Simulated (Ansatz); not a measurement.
Two isomers of C4H7N: A = `CC1CC1=N`, B = `CC#CNC`.

Program: Ansatz. Geometries: PBE0-D4/def2-TZVP. ΔE: electronic, gas phase. CCSD(T)/CBS is the MP2 limit (def2-TZVPP, def2-QZVPP) plus CCSD(T) − MP2 in def2-TZVPP, frozen cores. DFT in def2-TZVPP. B3LYP here is the variant with VWN-RPA as its local correlation; programs differ in this. One conformer a species, not always the lowest.

A:

```xyz
12

C    -1.371    0.390   -0.464
C    -0.147   -0.471   -0.305
C     0.463   -0.704    1.096
C     1.135    0.110    0.095
N     2.136    0.832   -0.128
H    -1.441    0.795   -1.476
H    -2.281   -0.181   -0.265
H    -1.343    1.234    0.230
H    -0.094   -1.332   -0.968
H     0.855   -1.690    1.322
H    -0.007   -0.200    1.936
H     2.094    1.215   -1.075
```

B:

```xyz
12

C    -2.0281    1.0444   -1.2177
C    -0.7805    0.6878   -0.5669
C     0.2568    0.4052   -0.0237
N     1.3845    0.0903    0.6370
C     1.4925   -1.2530    1.1782
H    -1.8545    1.3769   -2.2450
H    -2.6989    0.1823   -1.2661
H    -2.5537    1.8459   -0.6902
H     2.2249    0.4147    0.1822
H     2.4181   -1.3312    1.7505
H     1.4825   -2.0323    0.4059
H     0.6566   -1.4310    1.8558
```

Question: Which isomer does CCSD(T)/CBS put lower? Give the gap. (Estimate.)

Answer: Ansatz gave: A, by 6.0 kcal/mol.

Question: Give E(B) − E(A) in kcal/mol with r2SCAN-D4, PBE-D4, CCSD(T)/def2-TZVPP, HF/def2-TZVPP, CCSD/def2-TZVPP, B3LYP, ωB97M-V. (An estimate is asked.)

Answer: Computed: r2SCAN-D4 8.6, PBE-D4 8.9, CCSD(T)/def2-TZVPP 7.0, HF/def2-TZVPP 1.6, CCSD/def2-TZVPP 6.4, B3LYP 3.6, ωB97M-V 7.4. None reverses the order clearly.

Largest T1 diagnostic: 0.011.

The D4 term adds +1.0 kcal/mol with B3LYP and +0.5 kcal/mol with PBE0; it sums over pairs of atoms, weighted by their polarisabilities, and B3LYP, whose exchange is more repulsive, gets the larger term. In def2-TZVPP, CCSD(T) changes the Hartree–Fock value by +5.4 kcal/mol (the triples alone add +0.6 kcal/mol) and MP2 by +4.2 kcal/mol.
